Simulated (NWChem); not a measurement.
Extrapolating the MP2 correlation energy of Na$_{2}$

```xyz
2

Na     0.0000     0.0000     1.5547
Na     0.0000     0.0000    -1.5547
```
Charge 0, spin multiplicity 1.

The numbers come from NWChem runs, not from measurements. The geometry was optimised at PBE/def2-SVP, a minimum by its harmonic frequencies.

The correlated methods keep 2 core orbitals frozen. The structure started from a generated list of species.

Worked example. The MP2 correlation energy is -43.70 mHa in cc-pVTZ and -53.28 mHa in cc-pVQZ. The form E(X) = E∞ + A/X³ turns the pair into an estimate of the basis-set limit.

E∞ = (4³·(-53.28) − 3³·(-43.70))/(4³ − 3³) = -60.3 mHa. The larger basis holds 88 % of that, at about 5 times the processor time of the smaller one. This is a two-point estimate.
